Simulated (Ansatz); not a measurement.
Compare A (`C#C/N=C/O`) with its isomer B (`c1cocn1`).

Computed with Ansatz on PBE0-D4/def2-TZVP structures; ΔE is electronic, products minus reactants. CCSD(T)/CBS adds triple-zeta CCSD(T) − MP2 to the extrapolated MP2 energy (def2 sets, frozen cores). Functionals use def2-TZVPP. B3LYP here is the variant with VWN-RPA as its local correlation; programs differ in this. Each species was taken in one conformer, which may not be the lowest.

A:

```xyz
8

C     0.680   -1.325    1.785
C     0.240   -0.832    0.779
N    -0.284   -0.386   -0.361
C    -0.189    0.836   -0.687
O    -0.704    1.295   -1.816
H     1.073   -1.749    2.676
H     0.303    1.614   -0.104
H    -1.120    0.548   -2.272
```

B:

```xyz
8

C    -0.3266   -0.2704   -0.9302
C    -0.4966   -0.8364    0.2818
O     0.1509   -0.0671    1.1952
C     0.6820    0.9336    0.4714
N     0.4375    0.8724   -0.7891
H    -0.6946   -0.5978   -1.8889
H    -1.0036   -1.7108    0.6512
H     1.2510    1.6764    1.0085
```

(1) Which is lower in electronic energy at CCSD(T)/CBS, and by how much? (Estimate.)

(2) Give E(B) − E(A) in kJ/mol with CCSD(T)/def2-TZVPP, HF/def2-TZVPP, CCSD/def2-TZVPP, B3LYP-D4, LDA (SPW92), MP2/def2-TZVPP, BLYP-D4. (Estimate.)

(3) Does the order hold for the free energy at 298.15 K (harmonic terms from PBE0-D4)? (Estimate.)

Largest T1 diagnostic: 0.015.

## Answers

(1) Ansatz gave: B, by 157.3 kJ/mol.

(2) Ansatz gave: CCSD(T)/def2-TZVPP -159.0, HF/def2-TZVPP -136.1, CCSD/def2-TZVPP -155.7, B3LYP-D4 -145.0, LDA (SPW92) -180.0, MP2/def2-TZVPP -163.7, BLYP-D4 -134.1. None reverses the order clearly.

(3) The calculation gave: Yes: G(B) − G(A) = -143.9 kJ/mol, for one conformer each.

In def2-TZVPP, CCSD(T) changes the Hartree–Fock value by −22.8 kJ/mol (the triples alone add −3.2 kJ/mol) and MP2 by −27.5 kJ/mol. From r2SCAN to r2SCAN0 (25 % exact exchange), in def2-TZVPP and without D4, E(B) − E(A) moves by −7.1 kJ/mol.
